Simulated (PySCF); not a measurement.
# NH3O: electronic excitations at several levels of theory

How much do the electronic excitations of NH3O (`[NH3+][O-]`) depend on the level of theory, and what does each level cost?

Computed with PySCF 2.14.0, with density-fitted response routines of our own, on a single molecule in the gas phase. Atoms count from 0, in the outputs and in this text.

### 1 The starting structure

5 atoms, charge 0, multiplicity 1; geometry from: MMFF94s.

Bonds of the start (Å): N0–O1 1.35, N0–H2 1.04, N0–H3 1.04, N0–H4 1.04.

### 2 Geometry optimisation at PBE0-D3(BJ)/def2-SVP

Job settings and geometry (Å):

```
{"job": {"xc": "PBE0", "basis": "def2-SVP", "d3": "d3bj", "grid": 1, "kind": "geom"}, "charge": 0, "multiplicity": 1}
N     -0.020829     0.002844     0.002059
O      1.305604    -0.178246    -0.129086
H     -0.362932    -0.136369     0.972112
H     -0.336071     0.955405    -0.263773
H     -0.585773    -0.643633    -0.581313
```

What it wrote:

```text
step   0  E = -131.42241845  max force = 0.027848
step   1  E = -131.40834671  max force = 0.067910
step   2  E = -131.41949697  max force = 0.031847
step   3  E = -131.42303679  max force = 0.013650
step   4  E = -131.42343654  max force = 0.002599
step   5  E = -131.42344647  max force = 0.001138
step   6  E = -131.42344946  max force = 0.000324
optimisation converged
```

Wall time 3 s (1 thread, shared host).

Along the way: (the energy doesn't fall at every step)

```csv
step,energy from step 0 (eV),largest force component (eV/Å)
0,0.0000,1.4320
1,0.3829,3.4921
2,0.0795,1.6376
3,-0.0168,0.7019
4,-0.0277,0.1336
5,-0.0280,0.0585
6,-0.0281,0.0167
```

Close pairs (by a distance rule), those that changed most:

```csv
bond,before (Å),after (Å),change (Å)
N0–O1,1.345,1.308,-0.037
N0–H3,1.038,1.050,+0.012
N0–H4,1.038,1.050,+0.012
N0–H2,1.038,1.050,+0.012
```

The next job starts from the end point, and lists it.

```csv
at the end point,value
point group (found at 0.08 Å tolerance),C3v
"rotational constants (GHz, main isotopes)","186.3, 28.441, 28.440"
dipole moment (D),5.06
```

### 3 Ultraviolet spectrum: PBE0/aug-cc-pVDZ

Job settings and geometry (Å):

```
{"job": {"kind": "uv", "xc": "PBE0", "basis": "aug-cc-pVDZ"}, "charge": 0, "multiplicity": 1}
N     -0.007420     0.003951    -0.005301
O     -0.967048     0.532182    -0.720629
H      0.968075     0.246474    -0.307976
H     -0.005924     0.262700     1.012128
H      0.012326    -1.045324     0.021787
```

Level: TDDFT PBE0/aug-cc-pVDZ, vertical, gas phase, core orbitals frozen in the response.

What it wrote:

```text
coarse grid: 4008 points
cycle   1  E = -131.4077525492  dE =  3.279e-01  |g| = 8.423e-01  |ddm| = 3.679e+00
cycle   2  E = -129.0746964031  dE =  2.333e+00  |g| = 2.658e+00  |ddm| = 6.370e+00
cycle   3  E = -131.5385717349  dE = -2.464e+00  |g| = 2.973e-01  |ddm| = 6.082e+00
cycle   4  E = -131.5540581085  dE = -1.549e-02  |g| = 1.914e-01  |ddm| = 5.222e-01
cycle   5  E = -131.5609307389  dE = -6.873e-03  |g| = 2.856e-02  |ddm| = 2.658e-01
cycle   6  E = -131.5611227843  dE = -1.920e-04  |g| = 4.253e-03  |ddm| = 4.616e-02
cycle   7  E = -131.5611265608  dE = -3.776e-06  |g| = 3.622e-04  |ddm| = 6.381e-03
final grid: 38320 points
cycle   8  E = -131.5613205126  dE = -7.197e-06  |g| = 7.640e-03  |ddm| = 3.819e-02
cycle   9  E = -131.5613053249  dE =  1.519e-05  |g| = 1.190e-02  |ddm| = 2.142e-02
cycle  10  E = -131.5613311478  dE = -2.582e-05  |g| = 9.703e-04  |ddm| = 1.307e-02
cycle  11  E = -131.5613313499  dE = -2.021e-07  |g| = 8.348e-05  |ddm| = 1.280e-03
cycle  12  E = -131.5613313513  dE = -1.439e-09  |g| = 2.191e-05  |ddm| = 1.365e-04
cycle  13  E = -131.5613313514  dE = -1.023e-10  |g| = 1.649e-06  |ddm| = 3.079e-05
converged SCF energy = -131.5613313514

Static polarisability (au): isotropic 20.624, principal 17.403 17.404 27.066

Singlet excitations
state   eV       nm        f      main configurations
  1   4.1670    297.5   0.00717   H->L 0.99
  2   4.1676    297.5   0.00718   H-1->L 0.99
  3   5.6565    219.2   0.00522   H->L+2 0.49, H-1->L+1 0.49
  4   5.6566    219.2   0.00525   H->L+1 0.50, H-1->L+2 0.48
  5   5.6951    217.7   0.00000   H-1->L+2 0.50, H->L+1 0.48
  6   5.7384    216.1   0.08705   H-1->L+1 0.50, H->L+2 0.49
  7   6.2459    198.5   0.03052   H->L+3 0.98
  8   6.2465    198.5   0.03051   H-1->L+3 0.98
  9   7.6530    162.0   0.00117   H->L+4 0.98
 10   7.6538    162.0   0.00117   H-1->L+4 0.98

Triplet excitations (Tamm-Dancoff, eV): 3.9955 3.9961 5.4562 5.5788
```

Wall time 1.7 s (1 thread, shared host).

The orbitals next to the gap, with their largest atomic shares:

```csv
orbital,eV,atoms
HOMO−3,-15.72,"N0 64 %, H2 13 %, H4 10 %"
HOMO−2,-12.35,"O1 71 %, N0 24 %"
HOMO−1,-6.36,"O1 79 %, N0 14 %"
HOMO,-6.36,"O1 80 %, N0 14 %, H2 4 %"
LUMO,-0.93,"H4 27 %, H3 27 %, H2 27 %"
LUMO+1,0.46,"H3 37 %, N0 31 %, H4 28 %"
LUMO+2,0.46,"H2 43 %, N0 31 %, H4 16 %"
```

With each of the 10 states as a Gaussian band of 0.4 eV half-width at 1/e, the curve within the window shown has maxima at 298 nm (ε 580), 213 nm (ε 4,500), 162 nm (ε 95) L/(mol cm). Beyond the last state computed it falls off for lack of states. The curve at chosen wavelengths:

(nm, ε (L/mol/cm)): (156, 54), (164, 90), (171, 39), (179, 136), (187, 988), (194, 2405), (202, 3682), (209, 4377), (217, 4357), (225, 3027), (232, 1601), (240, 562), (248, 155), (255, 66), (263, 95), (271, 204), (278, 338), (286, 485), (294, 571), (301, 573), (309, 502), (316, 403), (324, 283), (332, 181), (339, 115), (347, 65)

Ground-state properties from the same run:

```csv
property,computed
dipole moment (D),5.07
polarisability (Å³),3.06
HOMO–LUMO gap (eV),5.43
−ε(HOMO) (eV),6.36
```

### 4 Excited states and response: PBE0/aug-cc-pVTZ

Job settings and geometry (Å):

```
{"job": {"kind": "uv", "xc": "PBE0", "basis": "aug-cc-pVTZ"}, "charge": 0, "multiplicity": 1}
N     -0.007420     0.003951    -0.005301
O     -0.967048     0.532182    -0.720629
H      0.968075     0.246474    -0.307976
H     -0.005924     0.262700     1.012128
H      0.012326    -1.045324     0.021787
```

With the program's defaults for keys left out, this is: TDDFT PBE0/aug-cc-pVTZ, vertical, gas phase, core orbitals frozen in the response.

What it wrote:

```text
coarse grid: 4008 points
cycle   1  E = -131.4395078279  dE =  3.223e-01  |g| = 8.867e-01  |ddm| = 3.972e+00
cycle   2  E = -128.9991687100  dE =  2.440e+00  |g| = 2.764e+00  |ddm| = 6.140e+00
cycle   3  E = -131.5751072862  dE = -2.576e+00  |g| = 3.148e-01  |ddm| = 5.924e+00
cycle   4  E = -131.5921869232  dE = -1.708e-02  |g| = 2.026e-01  |ddm| = 5.100e-01
cycle   5  E = -131.5993455649  dE = -7.159e-03  |g| = 3.343e-02  |ddm| = 2.592e-01
cycle   6  E = -131.5995758857  dE = -2.303e-04  |g| = 4.869e-03  |ddm| = 4.967e-02
cycle   7  E = -131.5995804382  dE = -4.552e-06  |g| = 2.664e-04  |ddm| = 6.488e-03
final grid: 38320 points
cycle   8  E = -131.5926181720  dE = -2.446e-05  |g| = 8.681e-03  |ddm| = 8.266e-02
cycle   9  E = -131.5925988529  dE =  1.932e-05  |g| = 1.372e-02  |ddm| = 2.228e-02
cycle  10  E = -131.5926304209  dE = -3.157e-05  |g| = 1.096e-03  |ddm| = 1.369e-02
cycle  11  E = -131.5926306561  dE = -2.352e-07  |g| = 1.826e-04  |ddm| = 1.440e-03
cycle  12  E = -131.5926306621  dE = -5.921e-09  |g| = 3.256e-05  |ddm| = 2.237e-04
cycle  13  E = -131.5926306622  dE = -1.828e-10  |g| = 3.724e-06  |ddm| = 3.482e-05
converged SCF energy = -131.5926306622

Static polarisability (au): isotropic 21.304, principal 18.279 18.281 27.353

Singlet excitations
state   eV       nm        f      main configurations
  1   4.1891    296.0   0.00720   H->L 0.99
  2   4.1897    295.9   0.00721   H-1->L 0.99
  3   5.6470    219.6   0.00479   H->L+2 0.48, H-1->L+1 0.48
  4   5.6471    219.6   0.00482   H->L+1 0.49, H-1->L+2 0.47
  5   5.6863    218.0   0.00000   H-1->L+2 0.49, H->L+1 0.47
  6   5.7227    216.7   0.08014   H-1->L+1 0.49, H->L+2 0.48
  7   6.1537    201.5   0.02863   H->L+3 0.97
  8   6.1542    201.5   0.02862   H-1->L+3 0.97
  9   7.2495    171.0   0.00147   H->L+4 0.97
 10   7.2502    171.0   0.00148   H-1->L+4 0.97

Triplet excitations (Tamm-Dancoff, eV): 4.0198 4.0203 5.4566 5.5741
```

Run time: 3.9 s. Hardware: 1 thread, shared host.

Key values: HOMO -6.37 eV, LUMO -0.93 eV; lowest singlet 4.19 eV.

### 5 TDDFT and polarisability: PBE0/def2-TZVPD

Job settings and geometry (Å):

```
{"job": {"kind": "uv", "xc": "PBE0", "basis": "def2-TZVPD"}, "charge": 0, "multiplicity": 1}
N     -0.007420     0.003951    -0.005301
O     -0.967048     0.532182    -0.720629
H      0.968075     0.246474    -0.307976
H     -0.005924     0.262700     1.012128
H      0.012326    -1.045324     0.021787
```

With the program's defaults for keys left out, this is: TDDFT PBE0/def2-TZVPD, vertical, gas phase, core orbitals frozen in the response.

What it wrote:

```text
coarse grid: 4008 points
cycle   1  E = -131.4388743032  dE =  3.257e-01  |g| = 8.888e-01  |ddm| = 1.427e+00
cycle   2  E = -129.0234858011  dE =  2.415e+00  |g| = 2.757e+00  |ddm| = 3.318e+01
cycle   3  E = -131.5770959759  dE = -2.554e+00  |g| = 3.049e-01  |ddm| = 3.318e+01
cycle   4  E = -131.5932083708  dE = -1.611e-02  |g| = 1.957e-01  |ddm| = 2.418e-01
cycle   5  E = -131.5998896207  dE = -6.681e-03  |g| = 3.701e-02  |ddm| = 9.613e-02
cycle   6  E = -131.6001755747  dE = -2.860e-04  |g| = 4.412e-03  |ddm| = 2.617e-02
cycle   7  E = -131.6001792386  dE = -3.664e-06  |g| = 2.890e-04  |ddm| = 3.860e-03
final grid: 38320 points
cycle   8  E = -131.5953284879  dE = -2.161e-05  |g| = 8.179e-03  |ddm| = 2.336e-02
cycle   9  E = -131.5953118728  dE =  1.662e-05  |g| = 1.277e-02  |ddm| = 7.972e-03
cycle  10  E = -131.5953395243  dE = -2.765e-05  |g| = 1.069e-03  |ddm| = 5.405e-03
cycle  11  E = -131.5953397471  dE = -2.229e-07  |g| = 1.806e-04  |ddm| = 6.271e-04
cycle  12  E = -131.5953397530  dE = -5.889e-09  |g| = 3.083e-05  |ddm| = 1.209e-04
cycle  13  E = -131.5953397532  dE = -1.668e-10  |g| = 3.251e-06  |ddm| = 1.954e-05
converged SCF energy = -131.5953397532

Static polarisability (au): isotropic 21.209, principal 18.371 18.372 26.884

Singlet excitations
state   eV       nm        f      main configurations
  1   4.3944    282.1   0.00738   H->L 1.00
  2   4.3951    282.1   0.00739   H-1->L 1.00
  3   6.1717    200.9   0.00805   H->L+2 0.50, H-1->L+1 0.49
  4   6.1719    200.9   0.00810   H->L+1 0.51, H-1->L+2 0.48
  5   6.2003    200.0   0.00000   H-1->L+2 0.50, H->L+1 0.47
  6   6.3153    196.3   0.13073   H-1->L+1 0.49, H->L+2 0.48
  7   6.6304    187.0   0.03134   H->L+3 0.98
  8   6.6310    187.0   0.03128   H-1->L+3 0.98
  9   8.0628    153.8   0.00000   H-1->L+5 0.49, H->L+6 0.49
 10   8.1423    152.3   0.00376   H->L+4 0.98

Triplet excitations (Tamm-Dancoff, eV): 4.1975 4.1980 5.8800 6.0412
```

Wall time 2.4 s (1 thread, shared host).

In short: HOMO -6.36 eV, LUMO -0.61 eV; lowest singlet 4.39 eV.

### 6 Excited states and response: PBE0/6-31+G*

Job settings and geometry (Å):

```
{"job": {"kind": "uv", "xc": "PBE0", "basis": "6-31+G*"}, "charge": 0, "multiplicity": 1}
N     -0.007420     0.003951    -0.005301
O     -0.967048     0.532182    -0.720629
H      0.968075     0.246474    -0.307976
H     -0.005924     0.262700     1.012128
H      0.012326    -1.045324     0.021787
```

Level: TDDFT PBE0/6-31+G*, vertical, gas phase, core orbitals frozen in the response.

What it wrote:

```text
coarse grid: 4008 points
cycle   1  E = -131.4021511800  dE =  3.294e-01  |g| = 8.358e-01  |ddm| = 1.815e+00
cycle   2  E = -130.7023975170  dE =  6.998e-01  |g| = 1.981e+00  |ddm| = 3.725e+00
cycle   3  E = -131.5533873893  dE = -8.510e-01  |g| = 5.708e-02  |ddm| = 2.970e+00
cycle   4  E = -131.5536253549  dE = -2.380e-04  |g| = 5.413e-02  |ddm| = 1.009e-01
cycle   5  E = -131.5542312769  dE = -6.059e-04  |g| = 8.163e-03  |ddm| = 4.492e-02
cycle   6  E = -131.5542454166  dE = -1.414e-05  |g| = 9.944e-04  |ddm| = 6.353e-03
cycle   7  E = -131.5542457507  dE = -3.341e-07  |g| = 1.177e-04  |ddm| = 2.071e-03
final grid: 38320 points
cycle   8  E = -131.5341774168  dE = -7.064e-06  |g| = 7.440e-03  |ddm| = 1.070e-02
cycle   9  E = -131.5341635855  dE =  1.383e-05  |g| = 1.145e-02  |ddm| = 1.206e-02
cycle  10  E = -131.5341877795  dE = -2.419e-05  |g| = 8.709e-04  |ddm| = 8.340e-03
cycle  11  E = -131.5341879424  dE = -1.628e-07  |g| = 8.037e-05  |ddm| = 9.493e-04
cycle  12  E = -131.5341879437  dE = -1.366e-09  |g| = 2.164e-05  |ddm| = 1.034e-04
cycle  13  E = -131.5341879438  dE = -9.959e-11  |g| = 1.126e-06  |ddm| = 2.450e-05
converged SCF energy = -131.5341879438

Static polarisability (au): isotropic 16.783, principal 14.059 14.061 22.228

Singlet excitations
state   eV       nm        f      main configurations
  1   4.4804    276.7   0.00729   H->L 0.99
  2   4.4811    276.7   0.00730   H-1->L 0.99
  3   6.3569    195.0   0.01556   H->L+1 0.97
  4   6.3579    195.0   0.01580   H-1->L+1 0.97
  5   6.4853    191.2   0.01649   H->L+3 0.35, H-1->L+2 0.34, H->L+2 0.15
  6   6.4855    191.2   0.01652   H->L+2 0.39, H-1->L+3 0.30, H-1->L+2 0.14
  7   6.4937    190.9   0.00004   H-1->L+3 0.53, H->L+2 0.43
  8   6.6162    187.4   0.09037   H-1->L+2 0.48, H->L+3 0.48
  9   9.1646    135.3   0.00000   H-1->L+4 0.49, H->L+5 0.48
 10   9.3545    132.5   0.00618   H->L+4 0.46, H-1->L+5 0.46

Triplet excitations (Tamm-Dancoff, eV): 4.2810 4.2815 6.0326 6.0334
```

Wall time 1.2 s (1 thread, shared host).

This run: HOMO -6.28 eV, LUMO -0.40 eV; lowest singlet 4.48 eV.

### 7 Side by side: electronic excitations

Excitations and ground-state properties, with basis size and wall time:

```csv
run,lowest singlet (eV),brightest (eV),f,gap (eV),α (Å³),μ (D),functions,time
PBE0/aug-cc-pVDZ,4.17,5.74,0.087,5.43,3.06,5.07,73,1.7 s
PBE0/aug-cc-pVTZ,4.19,5.72,0.080,5.44,3.16,5.05,161,3.9 s
PBE0/def2-TZVPD,4.39,6.32,0.131,5.75,3.14,5.06,104,2.4 s
PBE0/6-31+G*,4.48,6.62,0.090,5.88,2.49,5.52,42,1.2 s
```

### 8 Outcome

| quantity | value |
| --- | --- |
| point group | C3v |
| rotational constants (main isotopes) | 186.31, 28.44, 28.44 GHz |
| lowest singlet (PBE0/aug-cc-pVDZ) | 4.17 eV (298 nm), f = 0.007 |
| brightest single state of those computed | state 6, 5.74 eV, f = 0.087 |
| lowest triplet | 4.00 eV |
| range of the lowest singlet | 4.17 to 4.48 eV |

**Reading.** Single values in the summary come from the first run of each kind that ended normally (PBE0/aug-cc-pVDZ), which need not be the best level. Over 6 steps the energy fell by 0.028 eV; of the close pairs, N0–O1 changed most, 1.345 to 1.308 Å. The first singlet state (HOMO→LUMO 0.99) lies at 4.17 eV and is weak; of the 10 states computed, the strongest absorption comes from state 6 at 5.74 eV. The lowest triplet lies 0.17 eV below the lowest singlet (triplets in Tamm-Dancoff, singlets in full TDDFT). The lowest singlet runs from 4.17 eV (PBE0/aug-cc-pVDZ) to 4.48 eV (PBE0/6-31+G*), while the orbital gap spans 5.43 to 5.88 eV. The lowest state need not be the same one in every run.
